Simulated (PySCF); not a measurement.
## Basis set benchmark on one molecule

Molecule: SMILES S(C)SC, C$_{2}$H$_{6}$S$_{2}$.

Numbering as in the mapped SMILES `[CH3:1][S:2][S:3][CH3:4]`; H(Xn) means a hydrogen on atom n.

Geometry PBE0-D3(BJ)/def2-SVP throughout; GIAO in PySCF 2.14.0 with density-fitted response routines, gas phase, one conformer, non-relativistic; equivalent atoms averaged; functional PBE0.

Reference values (measured; solution, not stated per compound (mostly CDCl3 or CCl4); Pretsch, Buehlmann, Badertscher, Structure Determination of Organic Compounds, 4th ed. (2009)): δ(C1/C4) = 22.0 ppm. Computed shifts are taken against TMS, calculated as an isolated molecule at each level.

Question: How do the basis sets STO-3G, 6-31G, pcSseg-0, 6-31G*, def2-SVP, cc-pVDZ, pcSseg-1, aug-cc-pVDZ, 6-311+G(2d,p), def2-TZVP, cc-pVTZ, IGLO-III, pcSseg-2 perform against the reference? Times are CPU seconds on shared hosts with different chips, so compare them loosely.

Answer: 
```csv
basis set,functions,C1/C4,abs. error C,core-s
STO-3G,34,22.5,0.5,1.9
6-31G,56,23.4,1.4,3.8
pcSseg-0,56,25.4,3.4,2.5
6-31G*,76,22.4,0.4,4.7
def2-SVP,94,22.3,0.3,5
cc-pVDZ,94,23.5,1.5,5.4
pcSseg-1,112,24.5,2.5,6.6
aug-cc-pVDZ,154,25.2,3.2,8.4
"6-311+G(2d,p)",160,25.2,3.2,11
def2-TZVP,172,24.5,2.5,13
cc-pVTZ,212,24.4,2.4,14
IGLO-III,218,24.8,2.8,14
pcSseg-2,242,25.2,3.2,15
```

For 13C the closest is def2-SVP (0.3 ppm, with 6-31G*, STO-3G practically level) and the furthest pcSseg-0 (3.4 ppm). Where a smaller basis beats a larger one, errors probably cancel; the largest sets show where the functional converges. One molecule is a small sample, and vibrational and solvent effects are absent from the calculation.

A small basis that lands close on one nucleus may do so by chance; judge by the trend and by all nuclei.
